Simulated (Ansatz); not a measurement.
# SiNH2 (doublet): from Hartree-Fock to the top rungs at distance Si1–N2 = 1.831 Å, cc-pVTZ

The task here is to estimate one member of a computed series from the others.

Program: Ansatz 0.2.0, Gaussian basis. Level of theory: cc-pVTZ, core rule «outside noble gas», up to 6 orbitals frozen. These are calculated values, not measurements.

Plan: UHF; CCSD(T) on ROHF; CCSD(T) on UHF; BCCD(T) on ROHF; CCSDT(Q) on ROHF; CCSDT(Q) on UHF; CASSCF and NEVPT2, 3 electrons in 3 orbitals; CASSCF and NEVPT2, 11 electrons in 10 orbitals.

2 further runs of the same task are left out: 2 for a known fault of the program. Runs told in other sessions of the task aren't counted.

## The system

The geometry derives from a PBE0/def2-TZVP stationary point (not a proven minimum). One bond is set to the value named and the two fragments are kept rigid.

4 atoms, charge 0, spin multiplicity 2.

Atoms are counted from 1 here; the program's logs count them from 0.

Bond lengths: Si1–N2 1.831 Å, N2–H3 1.010 Å, N2–H4 1.010 Å. Angles: Si1–N2–H3 124.3°, Si1–N2–H4 124.3°, H3–N2–H4 111.4°.

The first run:

The input, in.yaml:

```yaml
crystal:
  periodic: [false, false, false]
  atoms:
    - {symbol: Si, position_ang: [0.000000, 0.000000, 0.691132]}
    - {symbol: N, position_ang: [0.000000, 0.000000, -1.139868]}
    - {symbol: H, position_ang: [0.000000, 0.834992, -1.708931]}
    - {symbol: H, position_ang: [0.000000, -0.834993, -1.708931]}
basis:
  gaussian: {orbitals: cc-pVTZ}
magnetization: {spin_polarized: true, initial_magnetization: 1}
hamiltonian: {xc: hf}
output: {orbitals: {seedname: orbitals}}
```

Command:

```bash
> ansatz run in.yaml --threads 1 --pin off --events-out ev --progress --plain --max-ram 2816MiB --backend cpu
```

Among the steps run: UHF; CCSD(T) on ROHF; CCSD(T) on UHF; BCCD(T) on ROHF; CCSDT(Q) on ROHF; CCSDT(Q) on UHF; CASSCF and NEVPT2, 3 electrons in 3 orbitals; CASSCF and NEVPT2, 11 electrons in 10 orbitals.

One of the session's tables, all rows but one given; the rest of the session is left out.

| method | from UCCSDT(Q) (meV) |
| --- | --- |
| ROHF | +9283.3 |
| UHF | +9135.1 |
| RMP2 | +1000.3 |
| UMP2 | +1026.2 |
| RCCSD | +426.5 |
| UCCSD | +420.8 |
| RCCSD(T) | +45.9 |
| UCCSD(T) | +46.0 |
| BCCD(T) | ? |
| RCCSDT | +25.4 |
| UCCSDT | +24.5 |
| RCCSDT(Q) | +3.1 |
| UCCSDT(Q) | 0 |
| CASSCF pair | +8807.7 |
| NEVPT2 pair | +1081.0 |
| CASSCF valence | +6067.2 |
| NEVPT2 valence | +1577.4 |

**Question.** Estimate the row for BCCD(T).

The run gave: from UCCSDT(Q) (meV): +44.8. In the column «from UCCSDT(Q) (meV)» it lies between RCCSDT (+25.4) and RCCSD(T) (+45.9).

Caveats from the session: Restricted and unrestricted rows rest on different reference determinants; a gap between their highest levels can come from leftover correlation error, from unlike frozen cores or from another state.
